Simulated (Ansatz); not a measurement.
The input, for Ansatz 0.2.0:

```yaml
crystal:
  periodic: [false, false, false]
  atoms:
    - {symbol: Si, position_ang: [0.000000, 0.000000, 2.381004]}
    - {symbol: Al, position_ang: [0.000000, 0.000000, -0.279148]}
    - {symbol: H, position_ang: [0.000000, 0.000000, -2.101856]}
basis:
  gaussian: {orbitals: 6-31G, fitting: {mean_field: def2-universal-jkfit}}
correlation: {active_space: {window: {electrons: 4, orbitals: 4}}}
magnetization: {spin_polarized: true, initial_magnetization: 2}
```

```sh
$ ansatz run in.yaml --threads 1 --pin off --events-out ev --progress --plain --max-ram 2393MiB
```

One thing in this input was set wrong on purpose, beside settings that are merely unusual. What is the gravest fault, and what does the program do?

Active space on unrestricted orbitals. How the run ends: refused.
```
Error: invalid value for `correlation.active_space`: it starts from restricted Hartree–Fock orbitals; set hamiltonian.xc: hf without magnetization.spin_polarized
```
